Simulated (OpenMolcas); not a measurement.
## A ladder of methods for Li2 (lithium dimer)

Li2 has 2 atoms, charge 0, and is taken as a singlet. SMILES: `[Li][Li]`. Geometry: the measured bond length.

```xyz
2

Li    0.0000    0.0000    0.0000
Li    0.0000    0.0000    2.6729
```

Each level gives the energy change with the Li1–Li2 bond stretched from 2.673 to 4.678 Å (eV). The values are calculated.

| level | kind | program | value (eV) | CPU time (all runs) |
| --- | --- | --- | --- | --- |
| HF/6-31G (restricted) | Hartree–Fock | OpenMolcas | 0.93 | 3.1 s |
| PBE/6-31G (restricted) | GGA | OpenMolcas | 0.78 | 5.1 s |
| r2SCAN/6-31G (restricted) | meta-GGA | OpenMolcas | 0.79 | 6 s |
| MP2/6-31G (restricted) | perturbation theory | OpenMolcas | 0.81 | 3.3 s |
| MC-PDFT[tPBE](2,8)/6-31G | multireference | OpenMolcas | ? | 3.9 s |
| MRCI(2,8)/6-31G | multireference | OpenMolcas | 0.64 | 4.7 s |
| SC-NEVPT2(2,8)/6-31G | multireference | OpenMolcas | 0.64 | 5.7 s |
| CCSD(T)/6-31G (restricted) | coupled cluster or CI | OpenMolcas | 0.64 | 4.5 s |
| FCI/3-21G | exact in the basis | OpenMolcas | 0.70 | 28 s |

Problem. Estimate what the levels marked ? give.

Solution. As computed at these levels: MC-PDFT[tPBE](2,8)/6-31G: 0.72 eV. The first shape isn't each level's own minimum. The values span 0.64 to 0.93 eV. All rows use very small basis sets, so even the best lies far from the true value. Times are those of the runs behind each value, whatever else they computed, on shared processors of several kinds: orders of magnitude only.
